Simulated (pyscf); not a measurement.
Optimised with ωB97X-D3(BJ)/def2-SVP in PySCF.

SMILES: [OH][In]([OH])[OH]
```xyz
7

O      0.1177    -0.4199     1.7694
In    -0.7127     0.0008     0.0239
O      0.3111    -0.5221    -1.6029
O     -2.4790     0.9009    -0.0008
H      0.9703    -0.8563     1.6507
H     -0.1224    -0.2925    -2.4328
H     -2.8140     1.0596    -0.8909
```

Question: List the bond dissociation enthalpies at 298 K of HO–In(OH)–OH (SMILES [OH][In]([OH])[OH]) from ωB97M-D3(BJ)/def2-TZVP, from the weakest bond up.

Answer: In–O to OH• + [HO–In–OH]•: 81.2 kcal/mol; H–O to •O–In(OH)–OH + H•: 114.2 kcal/mol. Ring and multiple bonds, and those that leave no two simple radicals, are not listed. The radicals are drawn with the spin at the cut bond; how far it spreads was not checked. Other isomers of [HO–In–OH]•, •O–In(OH)–OH were not searched in full and may lie lower. Left out: the spin-orbit lowering of OH. Elements past Kr carry the def2 core potentials, without spin-orbit coupling.
